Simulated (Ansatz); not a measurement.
`FCC(F)Cl` at its PBE0-D4/def2-TZVP geometry, where that method's forces vanish. The species carries charge 0 and has multiplicity 1.

```csv
atom,x (Å),y (Å),z (Å)
F1,0.075,0.851,1.605
C2,-0.491,0.093,0.608
C3,0.510,-0.079,-0.505
F4,0.772,1.114,-1.091
Cl5,-0.173,-1.193,-1.706
H6,-0.764,-0.883,1.015
H7,-1.379,0.605,0.229
H8,1.450,-0.507,-0.155
```

(1) For each bond, give half the difference of the two atoms' forces along it (eV/Å; positive pushes the atoms apart) under PBE-D4, r2SCAN-D4, B3LYP-D4, ωB97M-V in def2-TZVPP. (Estimate.)

Results:

(1) The calculation gave: 
| bond | length (Å) | PBE-D4 | r2SCAN-D4 | B3LYP-D4 | ωB97M-V |
| --- | --- | --- | --- | --- | --- |
| F1–C2 | 1.374 | 0.54 | 0.35 | 0.40 | 0.26 |
| C2–C3 | 1.507 | -0.11 | -0.05 | 0.00 | 0.04 |
| C2–H6 | 1.092 | 0.05 | -0.08 | -0.15 | -0.14 |
| C2–H7 | 1.093 | 0.07 | -0.08 | -0.14 | -0.14 |
| C3–F4 | 1.355 | 0.56 | 0.29 | 0.35 | 0.27 |
| C3–Cl5 | 1.774 | 0.23 | 0.22 | 0.29 | 0.04 |
| C3–H8 | 1.091 | 0.06 | -0.12 | -0.22 | -0.20 |

B3LYP here is the variant with VWN-RPA as its local correlation; programs differ in this.

All numbers were calculated with Ansatz.
